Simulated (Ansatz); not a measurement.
# B2Si (singlet): from a generated start to a stationary point

Aim: relax a generated start of B2Si (singlet) and see which bonds hold.

The runs use Ansatz 0.2.0, Gaussian basis; RKS PBE0/def2-TZVP.

## 1. Where the work starts

3 atoms, charge 0, spin multiplicity 1.

Atoms are counted from 1 here; the program's logs count them from 0.

Bond lengths: B1–B2 1.416 Å, B2–Si3 1.843 Å. Angles: B1–B2–Si3 180.0°.

The start was built by rule and, where that kept it together, relaxed with GFN2-xTB. Sticks and bond lists go by distance. 

## 2. The run

The input, in.yaml:

```yaml
crystal:
  periodic: [false, false, false]
  atoms:
    - {symbol: B, position_ang: [0.000000, 0.000000, -1.558363]}
    - {symbol: B, position_ang: [0.000000, 0.000000, -0.142190]}
    - {symbol: Si, position_ang: [0.000000, 0.000000, 1.700553]}
basis:
  gaussian: {orbitals: def2-TZVP}
hamiltonian: {xc: pbe0}
relax: {f_tol: 0.004, max_steps: 80}
```

Run with:

```sh
$ ansatz run in.yaml --threads 1 --pin off --events-out ev --progress --plain --max-ram 2176MiB
```

What does the calculation give? Wanted: energy gained; shift from the start; total energy; dipole moment.

The runs gave:

```
                  quantity          value
                     steps             12
             energy gained       2.576 eV
shift from the start (rms)        0.855 Å
              total energy  -9219.1806 eV
             dipole moment         1.05 D
```

**Reading.** By distance, B1–Si3 formed. B1–Si3 went from 3.259 to 1.898 Å. No vibrations were run, so this is a stationary point, not a proven minimum, and this spin need not be the ground state's.
